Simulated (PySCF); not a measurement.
Simulated outer-valence photoelectron spectrum of `O=COCF`. Level of theory: EOM-IP-CCSD/aug-cc-pVDZ in PySCF, restricted Hartree–Fock reference, frozen core, non-relativistic, gas phase, PBE0-D3(BJ)/def2-SVP geometry.

Each root has a Gaussian of 0.8 eV full width with its one-hole share as area; cross sections and vibrations are left out, and the highest printed point is 100.

ionisation energy (eV), intensity and a bar:
```
     10.2          0 
     10.4          1 
     10.6          4 #
     10.8         13 ####
     11.0         30 #########
     11.2         48 ##############
     11.4         55 ################
     11.6         48 ##############
     11.8         41 ############
     12.0         44 #############
     12.2         57 #################
     12.4         66 ####################
     12.6         69 #####################
     12.8         68 ####################
     13.0         62 ###################
     13.2         47 ##############
     13.4         31 #########
     13.6         28 ########
     13.8         39 ############
     14.0         52 ################
     14.2         52 ################
     14.4         37 ###########
     14.6         22 ######
     14.8         19 ######
     15.0         35 ##########
     15.2         66 ####################
     15.4         95 ############################
     15.6        100 ##############################
     15.8         78 #######################
     16.0         45 ##############
     16.2         26 ########
     16.4         26 ########
     16.6         41 ############
     16.8         55 #################
     17.0         59 ##################
     17.2         57 #################
     17.4         58 #################
     17.6         58 #################
     17.8         48 ###############
     18.0         30 #########
     18.2         13 ####
     18.4          4 #
     18.6          1 
     18.8          0
```

Question: Where are the maxima, and how many lines lie under the curve?

Answer: 6 maxima, at 11.4, 12.7, 14.1, 15.5, 17.0 and 17.5 eV, from 8 lines. At this width some lines have no maximum of their own.

Question: List the lines with their holes.

Answer: 
```csv
E (eV),leading hole (HF orbital),area,Koopmans (eV)
11.37,HOMO,0.95,13.08
12.33,HOMO-1,0.94,13.73
12.97,HOMO-2,0.96,14.45
14.10,HOMO-3,0.95,16.01
15.43,HOMO-5,0.94,17.73
15.64,HOMO-4,0.93,17.04
16.87,HOMO-6,0.94,19.16
17.63,HOMO-7,0.94,19.79
```

The widest gap, 1.33 eV, lies between 14.10 and 15.43 eV. Only orbitals with −ε under 21 eV, eight at most, were ionised, so the high end of the curve may lack lines.

Conformer computed: `[O:1]=[CH:2][O:3][CH2:4][F:5]`: O1–C2–O3–C4 2°, C2–O3–C4–F5 88°.

One conformer stands for the species.
